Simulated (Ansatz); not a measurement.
# C₂H₅Si+: single points off equilibrium

One table from this session's results is given with a row withheld; the runs are named, their logs left out.

Method: single points in def2-TZVPP; program: Ansatz 0.2.0, Gaussian basis.

Correlated methods freeze the cores.

## Where the work starts

SMILES `C1C[SiH+]1`, 8 atoms, charge 1, spin multiplicity 1.

Atoms are counted from 1 here; the program's logs count them from 0.

Bond lengths: C1–C2 1.616 Å, C1–Si3 1.890 Å, C1–H4 1.092 Å, C1–H5 1.065 Å, C2–Si3 1.880 Å, C2–H6 1.076 Å, C2–H7 1.095 Å, Si3–H8 1.436 Å. Angles: C2–C1–Si3 64.3°, C2–C1–H4 116.8°, C2–C1–H5 115.5°, Si3–C1–H4 119.4°, Si3–C1–H5 121.1°, H4–C1–H5 111.8°, C1–C2–Si3 65.0°, C1–C2–H6 115.1°, C1–C2–H7 114.2°, Si3–C2–H6 121.3°, Si3–C2–H7 119.4°, H6–C2–H7 112.9°, C1–Si3–C2 50.8°, C1–Si3–H8 153.7°, C2–Si3–H8 155.4°.

Geometry (Å):

```xyz
8
charge 1, multiplicity 1
C    -0.7332    0.3141   -0.4311
C     0.8012    0.4072    0.0681
Si   -0.1201   -1.1379    0.6127
H    -0.8954    0.1740   -1.5022
H    -1.3926    1.0445   -0.0237
H     1.0090    1.2066    0.7583
H     1.5407    0.3361   -0.7361
H    -0.2872   -2.3793    1.3158
```

Set-up of the first run:

File run/in.yaml:

```yaml
crystal:
  periodic: [false, false, false]
  atoms:
    - {symbol: C, position_ang: [-0.733200, 0.314100, -0.431100]}
    - {symbol: C, position_ang: [0.801200, 0.407200, 0.068100]}
    - {symbol: Si, position_ang: [-0.120100, -1.137900, 0.612700]}
    - {symbol: H, position_ang: [-0.895400, 0.174000, -1.502200]}
    - {symbol: H, position_ang: [-1.392600, 1.044500, -0.023700]}
    - {symbol: H, position_ang: [1.009000, 1.206600, 0.758300]}
    - {symbol: H, position_ang: [1.540700, 0.336100, -0.736100]}
    - {symbol: H, position_ang: [-0.287200, -2.379300, 1.315800]}
basis:
  gaussian: {orbitals: def2-TZVPP}
total_charge: 1
correlation: {method: ccsd_t}
output: {forces: true}
```

The command line of these runs was not kept.

Steps of the session up to this table: CCSD(T)/def2-TZVPP; PBE0-D4/def2-TZVPP; wB97M-V/def2-TZVPP; r2SCAN-D4/def2-TZVPP; PBE-D4/def2-TZVPP; revPBE-D4/def2-TZVPP; SPW92/def2-TZVPP.

One of the session's tables, all rows but one given; the rest of the session is left out.

| method | RMS force component (eV/Å) | angle to CCSD(T) forces (°) |
| --- | --- | --- |
| CCSD(T) | 0.821 | reference |
| PBE0-D4 | ? | ? |
| wB97M-V | 0.946 | 6.3 |
| r2SCAN-D4 | 0.974 | 4.6 |
| PBE-D4 | 0.964 | 8.2 |
| revPBE-D4 | 0.916 | 8.3 |
| SPW92 | 1.191 | 12.6 |

Estimate the missing values for PBE0-D4.

The run gave: RMS force component (eV/Å): 1.005; angle to CCSD(T) forces (°): 5.8. In the column «RMS force component (eV/Å)» it lies between r2SCAN-D4 (0.974) and SPW92 (1.191).
